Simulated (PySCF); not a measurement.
# SiCl: changing the method

Starting from one script, swap the method and compare what comes out for SiCl.

Computed with PySCF 2.14.0. Level: each script names its method and basis.

1 further run of the same task is left out (it didn't finish).

**1. Starting geometry**

SiCl: 2 atoms, charge 0, spin multiplicity 2.

Bond lengths: Si1–Cl2 1.877 Å.

**2. The base run**

File input.py:

```python
from pyscf import gto, scf

mol = gto.M(
    atom='Si 0 0 0; Cl 0 0 1.877',
    basis='jorge-dzp',
    charge=0,
    spin=1,
    verbose=4,
)
mf = scf.UHF(mol)
mf.kernel()
mf.dip_moment()
print('orbital energies (hartree):', [e[max(0, n-3):n+3].round(4) for e, n in zip(mf.mo_energy, mol.nelec)])
```

Command:

```bash
> OMP_NUM_THREADS=1 python input.py
```

The log of this run is left out.

Base result: E(SCF) = -748.405816 Eh, 11 cycles, ⟨S²⟩ = 0.768, μ = 0.14 D.

The bond length is a typed value, not an optimised one.

**3. Bp86 (UKS)**

Run 1 changes functional: none (Hartree–Fock) → bp86; SCF type: UHF → UKS; step after the SCF: none → analyze.

File input.py:

```python
from pyscf import gto, dft

mol = gto.M(
    atom='Si 0 0 0; Cl 0 0 1.877',
    basis='jorge-dzp',
    charge=0,
    spin=1,
    verbose=4,
)
mf = dft.UKS(mol, xc='bp86')
mf.kernel()
mf.analyze()
print('orbital energies (hartree):', [e[max(0, n-3):n+3].round(4) for e, n in zip(mf.mo_energy, mol.nelec)])
```

Command:

```bash
> OMP_NUM_THREADS=1 python input.py
```

**4. Frequency run**

Run 2 changes step after the SCF: none → frequency.

Changes to input.py since step 2:

```diff
@@ -1,2 +1,3 @@
 from pyscf import gto, scf
+from pyscf.hessian import thermo
 
@@ -11,2 +12,4 @@
 mf.kernel()
+hess = mf.Hessian().kernel()
+print('wavenumber (cm^-1) =', thermo.harmonic_analysis(mol, hess)['freq_wavenumber'].round(1))
 mf.dip_moment()
```

**5. EOM-EA**

Run 3 changes step after the SCF: none → eomea; frozen orbitals: none → 10; number of roots: none → 3.

Changes to input.py since step 2:

```diff
@@ -1,2 +1,2 @@
-from pyscf import gto, scf
+from pyscf import gto, scf, cc
 
@@ -11,2 +11,6 @@
 mf.kernel()
+mycc = cc.CCSD(mf, frozen=10)
+mycc.kernel()
+e = mycc.eaccsd(nroots=3)[0]
+print('roots (eV) =', (e*27.211386).round(3))
 mf.dip_moment()
```

What does the calculation give? Wanted: for each run, E(SCF); from base; gap, α spin; SCF dipole; after the SCF.

As calculated:

| run | E(SCF) (hartree) | from base (eV) | cycles | gap, α spin (eV) | SCF dipole (D) | after the SCF |
| --- | --- | --- | --- | --- | --- | --- |
| base | -748.405816 | 0 | 11 | 7.90 | 0.14 | n/a |
| bp86 (UKS) | -749.723868 | not comparable | 9 | 0.18 | 0.40 | n/a |
| frequency run | -748.405816 | 0.0000 | 11 | 7.90 | 0.14 | highest mode 850 cm⁻¹ |
| EOM-EA | -748.405816 | 0.0000 | 11 | 7.90 | 0.14 | CCSD correlation -6.193 eV, core frozen, first root -0.10 eV |

In words: Total energies of different functionals can't be compared with each other; differences within one functional can. The dearest run is “frequency run”, at 6.5 s against 1.1 s.
